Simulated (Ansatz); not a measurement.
# C3H8O2: geometry

Wanted for C3H8O2: geometry.

Computed with Ansatz 0.2.0 (the levels named in each step, unless a step's input says otherwise).

## (1) The system as given

Bond lengths: C1–C2 1.525 Å, C2–O3 1.419 Å, C2–C4 1.534 Å, C4–O5 1.401 Å, C1–H6 1.089 Å, C1–H7 1.086 Å, C1–H8 1.088 Å, C2–H9 1.102 Å, O3–H10 0.962 Å, C4–H11 1.100 Å, C4–H12 1.092 Å, O5–H13 0.966 Å. Angles (14 of 20 angles, heavy atoms first): C1–C2–O3 111.8°, C1–C2–C4 111.4°, O3–C2–C4 105.9°, C2–C4–O5 111.7°, C1–C2–H9 109.8°, O3–C2–H9 109.2°, C4–C2–H9 108.6°, C2–C1–H6 110.5°, C2–C1–H7 110.2°, C2–C1–H8 109.9°, C2–O3–H10 108.8°, C2–C4–H11 108.5°, C2–C4–H12 110.1°, O5–C4–H11 110.6°.

As a file:

```xyz
13

C    -1.6161    1.0172    0.2699
C    -0.1814    0.5006    0.2850
O     0.5675    0.9951   -0.8143
C    -0.1354   -1.0287    0.1725
O     1.1796   -1.5119    0.2050
H    -1.6317    2.1031    0.3463
H    -2.1715    0.6035    1.1062
H    -2.1049    0.7266   -0.6572
H     0.3125    0.7992    1.2238
H     0.5085    1.9557   -0.8235
H    -0.6343   -1.3249   -0.7617
H    -0.6576   -1.4834    1.0163
H     1.6803   -1.0046   -0.4465
```

## (2) A rough first relaxation, PBE-D4/def2-SVP

input.yaml

```yaml
crystal:
  periodic: [false, false, false]
  atoms:
    - { symbol: C, position_ang: [-1.61613, 1.01724, 0.26992] }
    - { symbol: C, position_ang: [-0.18143, 0.50055, 0.28496] }
    - { symbol: O, position_ang: [0.56748, 0.99513, -0.81426] }
    - { symbol: C, position_ang: [-0.13538, -1.02868, 0.17247] }
    - { symbol: O, position_ang: [1.17957, -1.51193, 0.205] }
    - { symbol: H, position_ang: [-1.63169, 2.10309, 0.3463] }
    - { symbol: H, position_ang: [-2.17155, 0.60345, 1.10618] }
    - { symbol: H, position_ang: [-2.10486, 0.72658, -0.65715] }
    - { symbol: H, position_ang: [0.31254, 0.79922, 1.22378] }
    - { symbol: H, position_ang: [0.50852, 1.95566, -0.82348] }
    - { symbol: H, position_ang: [-0.63433, -1.32492, -0.7617] }
    - { symbol: H, position_ang: [-0.65764, -1.48342, 1.01628] }
    - { symbol: H, position_ang: [1.68034, -1.00458, -0.44647] }
basis:
  gaussian: { orbitals: def2-SVP }
hamiltonian:
  xc: pbe
  dispersion: d4
relax:
  f_tol: 0.03
  max_steps: 200
```

Launch:

```sh
$ ansatz run input.yaml --threads 4 --pin off --max-ram 10240MiB --backend cpu --events-out ev --progress --plain --runs-dir out
```

The runs that follow: Relaxation, PBE0-D4/def2-TZVPP.

Q: Predict the outcome of this session. Wanted: C1–C2 at PBE0-D4/def2-TZVPP; C2–O3 at PBE0-D4/def2-TZVPP; C2–C4 at PBE0-D4/def2-TZVPP.

The runs gave:

| quantity | value |
| --- | --- |
| C1–C2 at PBE0-D4/def2-TZVPP | 1.513 Å |
| C2–O3 at PBE0-D4/def2-TZVPP | 1.424 Å |
| C2–C4 at PBE0-D4/def2-TZVPP | 1.514 Å |

In words: The table above holds the result.
